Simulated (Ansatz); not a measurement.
**AlFH4S: a nudged elastic band, and a look at its input**

Aim: a nudged elastic band from the structure below. Read the input with care, then see what the program makes of it. The step meant is a four-centre ligand exchange at charge 0 and multiplicity 1, which changes Al1–F6, S2–H5, Al1–S2, H5–F6.

Method: PBE0-D4/def2-SVP; program: Ansatz 0.2.0, Gaussian basis.

**1. The structure**

```
atom    x (Å)    y (Å)    z (Å)
 Al1  -0.4910  -0.7041   0.0716
  S2  -0.3015   1.4798  -0.6351
  H3  -0.9757  -1.6785  -1.0680
  H4  -0.7267  -0.8740   1.6221
  H5   1.2413   0.3791  -0.4392
  F6   1.4595  -0.5798  -0.1613
  H7  -0.2058   1.9775   0.6098
```

**2. The run**

run/in.yaml reads:

```yaml
crystal:
  periodic: [false, false, false]
  atoms:
    - {symbol: Al, position_ang: [-0.491030, -0.704105, 0.071560]}
    - {symbol: S, position_ang: [-0.301524, 1.479815, -0.635068]}
    - {symbol: H, position_ang: [-0.975681, -1.678542, -1.067968]}
    - {symbol: H, position_ang: [-0.726669, -0.873987, 1.622078]}
    - {symbol: H, position_ang: [1.241267, 0.379134, -0.439207]}
    - {symbol: F, position_ang: [1.459518, -0.579848, -0.161344]}
    - {symbol: H, position_ang: [-0.205780, 1.977532, 0.609848]}
basis:
  gaussian: {orbitals: def2-SVP}
hamiltonian: {xc: pbe0, dispersion: d4}
neb:
  images: 5
  climbing: true
  max_iterations: 30
  initial_path: idpp
  final_atoms:
    - {symbol: Al, position_ang: [-0.259333, -1.021973, 0.200700]}
    - {symbol: S, position_ang: [-0.344034, 1.452015, -0.375464]}
    - {symbol: H, position_ang: [-0.795017, -1.591648, -1.179481]}
    - {symbol: H, position_ang: [-1.136525, -0.973761, 1.521555]}
    - {symbol: H, position_ang: [0.688064, 1.387684, -1.235170]}
    - {symbol: F, position_ang: [1.397252, -1.070279, 0.421216]}
```

Run with:

```
> ansatz run in.yaml --threads 2 --pin off --events-out ev --progress --plain --max-ram 4352MiB
```

What it wrote:

```text
Error: invalid value for `neb.final_atoms`: lists 6 atoms but crystal.atoms has 7 — the final endpoint must contain the same atoms in the same order
```

Run time: 0.05 s. Hardware: 2 threads of Arm Neoverse V1, shared host.

**3. Diagnosis**

The program refused the input before any work.

The final structure lists one atom fewer than the first.

The cure: list every atom in final_atoms.

**4. Summary of results**

| quantity | value |
| --- | --- |
| this run | refused |
| fault | end lacks an atom |

In words: The final structure lists one atom fewer than the first.

For comparison, these settings ran to the end on the same system (8 iterations):

```yaml
hamiltonian: {xc: pbe0, dispersion: d4}
neb:
  images: 5
  climbing: true
  max_iterations: 40
  initial_path: idpp
```
